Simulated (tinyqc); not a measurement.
Inside a calculation. Method: G0W0 on RHF in the sto-3g basis, for H2F+, spin multiplicity 1. One step of it, computed by the program tinyqc.

Question. Orthogonalisation. S = U s U^T; symmetric (Loewdin) form X = U s^(-1/2) U^T, so that X^T S X = 1.

overlap S:
```
           1F 1s     1F 2s    1F 2px     1F 2py    1F 2pz     2H 1s      3H 1s
1F 1s   1.000000  0.237990  0.000000   0.000000  0.000000  0.036700   0.030833
1F 2s   0.237990  1.000000  0.000000   0.000000  0.000000  0.369653   0.327994
1F 2px  0.000000  0.000000  1.000000   0.000000  0.000000  0.000000   0.000000
1F 2py  0.000000  0.000000  0.000000   1.000000  0.000000  0.251164  -0.228948
1F 2pz  0.000000  0.000000  0.000000   0.000000  1.000000  0.171726   0.156531
2H 1s   0.036700  0.369653  0.000000   0.251164  0.171726  1.000000   0.169136
3H 1s   0.030833  0.327994  0.000000  -0.228948  0.156531  0.169136   1.000000
```

Give: eigenvalues of S; X.

Answer.

eigenvalues of S: 0.487  0.572  0.901  1.000  1.089  1.264  1.685

X:
```
         1F 1s   1F 2s  1F 2px  1F 2py  1F 2pz   2H 1s   3H 1s
1F 1s    1.024  -0.135   0.000  -0.001  -0.005   0.018   0.016
1F 2s   -0.135   1.127   0.000   0.010   0.048  -0.207  -0.173
1F 2px   0.000   0.000   1.000   0.000   0.000   0.000   0.000
1F 2py  -0.001   0.010   0.000   1.056   0.004  -0.160   0.143
1F 2pz  -0.005   0.048   0.000   0.004   1.022  -0.094  -0.081
2H 1s    0.018  -0.207   0.000  -0.160  -0.094   1.110  -0.065
3H 1s    0.016  -0.173   0.000   0.143  -0.081  -0.065   1.086
```
